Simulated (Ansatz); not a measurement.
# Relaxing CsTa₃

Level of theory: DFT PBE, scalar-relativistic, plane waves, PAW in Ansatz. Cutoff 420 eV, Γ-centred k mesh, Gaussian smearing, no spin polarisation in the final step.

CsTa₃ was placed on the Cu3Au (L1_2) structure type (Pm-3m, No. 221), with Cs in place of Au, Ta in place of Cu, at a guessed volume.

```xyz
4
Lattice="4.5360 0.0000 0.0000 0.0000 4.5360 0.0000 0.0000 0.0000 4.5360" Properties=species:S:1:pos:R:3 pbc="T T T"
Cs    0.0000    0.0000    0.0000
Ta    0.0000    2.2680    2.2680
Ta    2.2680    0.0000    2.2680
Ta    2.2680    2.2680    0.0000
```

Cell and atoms relax at zero pressure; the relaxation can't lower the symmetry of the start. After a coarse first stage the cell is made exact in the group found at 0.06 Å.

The zero of energy is the elements' standard structures at the same level; no fitted shifts are applied.

Question: Which crystal results?

Answer: It keeps Pm-3m (No. 221). The result has the Cu3Au (L1_2) structure. Conventional cell: a = 4.406 Å. Cs has 12 Ta at 3.12 Å; Ta is coordinated by 4 Cs at 3.12 Å and 8 Ta at 3.12 Å.

```
Cs Ta
1.0
     4.40601    0.00000    0.00000
     0.00000    4.40601    0.00000
     0.00000    0.00000    4.40601
Cs Ta
1 3
Cartesian
  0.0000 0.0000 0.0000
  0.0000 2.2030 2.2030
  2.2030 0.0000 2.2030
  2.2030 2.2030 0.0000
```

Question: What are its volume, energy, density and gap?

Answer: The volume per atom is 21.38 Å³ and the density is 13.12 g/cm³. The energy over the elements is 1.89 eV/atom. The gap on the 10×10×10 mesh is 0 eV (a metal).

The final run used a 10×10×10 mesh on its 4-atom cell and 0.10 eV smearing. For metals, differences of a few meV/atom aren't resolved. Spin–orbit coupling is left out. Symmetry constrained the relaxation, so the result can be a saddle point. The steps took roughly 50 core-seconds in all.

Cost: 3 runs of about 0.84 core-minutes in all, on Intel Xeon Platinum 8259CL (Skylake/Cascade Lake) (shared hosts).